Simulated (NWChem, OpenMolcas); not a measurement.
## How basis sets differ on C2HF2 (SMILES [CH]=C(F)F)

The species is C2HF2 (5 atoms), meant as a doublet with charge 0. SMILES: `[CH]=C(F)F`. Geometry: relaxed at PBE0-D4/def2-TZVP.

```xyz
5

C    -0.0282    0.9127   -0.0149
C     0.1636   -0.3661    0.1246
F     1.0438   -0.9117    0.9325
F    -0.4926   -1.3132   -0.5203
H    -0.6366    1.6045   -0.5634
```

Quantity: the dipole moment, in D. The values are calculated.

```
             level  kind     program  value (D)  CPU time
       USVWN5/MINI   LDA      NWChem       0.77     1.7 s
    USVWN5/LANL2DZ   LDA      NWChem       1.61     4.1 s
      USVWN5/MIDI!   LDA      NWChem       0.77     2.8 s
USVWN5/DGauss-DZVP   LDA      NWChem       1.21     5.4 s
USVWN5/aug-cc-pVDZ   LDA  OpenMolcas       1.16      38 s
```

The values span 0.77 to 1.61 D. Magnitudes only. CPU times are rough (shared hosts, several kinds of processor and program).
